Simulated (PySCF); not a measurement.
Species: C2H3O, net charge 0, doublet state. It need not be the lowest isomer of its formula. SMILES: C([CH2])=O
Structure (B3LYP-D3(BJ)/def2-TZVP (Ansatz) minimum search):
```xyz
6

O      1.0886     0.2494    -0.4273
C      0.0466     0.3623     0.2203
H     -0.0990     1.2298     0.8885
C     -1.0108    -0.5831     0.1583
H     -1.9128    -0.4520     0.7415
H     -0.9117    -1.4488    -0.4833
```
Charge 0, spin multiplicity 2.

Dispersion corrections to the total energy (kcal/mol) from the dftd3 and dftd4 libraries through PySCF: D3(BJ) without and D4 with the three-body term, each with the damping fitted for the functional named.

| functional | D3(BJ) | D4 |
|---|---|---|
| revPBE | -4.66 | (withheld) |
| B3LYP | -2.89 | -2.39 |
| BHLYP | -2.18 | -1.58 |
| PW6B95 | -0.72 | (withheld) |
| HSE06 | -0.96 | -1.11 |
| B2PLYP | -1.27 | -1.02 |
| BP86 | (withheld) | -1.87 |

Task: Complete the blanks.

Result: 
- revPBE, D4: -5.76
- PW6B95, D4: -1.33
- BP86, D3(BJ): -2.48
